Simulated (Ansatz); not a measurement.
in.yaml

```yaml
crystal:
  periodic: [false, false, false]
  atoms:
    - {symbol: N, position_ang: [0.022975, 0.040176, -0.085035]}
    - {symbol: H, position_ang: [0.961161, 0.053201, 0.295377]}
    - {symbol: H, position_ang: [-0.459972, 0.848458, 0.287149]}
    - {symbol: H, position_ang: [-0.820456, -1.459964, 0.599148]}
basis:
  gaussian: {orbitals: 6-31G}
magnetization: {spin_polarized: false}
correlation: {method: ccsdtq, electrons: outside_noble_gas}
```

```sh
$ ansatz run in.yaml --threads 1 --pin off --events-out ev --progress --plain --max-ram 2393MiB
```

Output:

```
343 factors; integrals over basis functions are off by at most 6.2e-8 eV
mean field evaluation 1: about -1521.0678 eV, gradient 2.9e1 eV
mean field evaluation 2: about -1521.0667 eV, gradient 2.9e1 eV
mean field evaluation 4: about -1523.6698 eV, gradient 2.5e0 eV
mean field evaluation 8: about -1523.7099 eV, gradient 1.2e-4 eV
mean field evaluation 16: about -1523.7104 eV, gradient 7.7e-2 eV
mean field -1523.70988171 eV, -55.9953053452 hartree, gradient 3.1e-6 eV, S^2 0.000000; 0 other end points of the search recorded, 0 dependent functions left out; unrestricted orbitals would lower it
unrestricted determinant -1524.86671061 eV, -56.0378180232 hartree, S^2 0.7763
1 core orbitals not correlated: weight in the atoms' cores, before any rotation towards them, 1.000 or more for the frozen orbitals, at most 0.000 for the correlated occupied ones
reference -1523.70988171 eV, -55.9953053452 hartree; 4, 4 occupied and 10, 10 virtual orbitals, 343 factors
second order -3.88566276 eV of doubles, -0.00000000 eV of singles
cycle   1  -4.16665477 eV  change   -2.8e-1 eV  update   9.1e-2
cycle   2  -4.59208551 eV  change   -4.3e-1 eV  update   5.6e-2
cycle   3  -4.80711331 eV  change   -2.2e-1 eV  update   2.8e-2
cycle   4  -4.79483845 eV  change    1.2e-2 eV  update   9.9e-3
cycle   5  -4.81524579 eV  change   -2.0e-2 eV  update   6.8e-3
cycle   6  -4.81495469 eV  change    2.9e-4 eV  update   4.3e-3
cycle   7  -4.81639774 eV  change   -1.4e-3 eV  update   1.3e-3
cycle   8  -4.81707038 eV  change   -6.7e-4 eV  update   4.4e-4
cycle   9  -4.81657963 eV  change    4.9e-4 eV  update   1.8e-4
cycle  10  -4.81657161 eV  change    8.0e-6 eV  update   6.7e-5
cycle  11  -4.81656627 eV  change    5.3e-6 eV  update   2.5e-5
cycle  12  -4.81654990 eV  change    1.6e-5 eV  update   1.2e-5
cycle  13  -4.81656349 eV  change   -1.4e-5 eV  update   5.3e-6
cycle  14  -4.81656623 eV  change   -2.7e-6 eV  update   1.6e-6
cycle  15  -4.81656546 eV  change    7.7e-7 eV  update   6.0e-7
cycle  16  -4.81656496 eV  change    5.0e-7 eV  update   2.3e-7
Total energy: -1528.52644667 eV, -56.1723108426 hartree
```

For the same geometry and basis full CI lies 1.6 meV lower.

Ran on 1 thread of Arm Neoverse V2, shared host: 1.9 s wall, 0.16 GiB peak host memory.
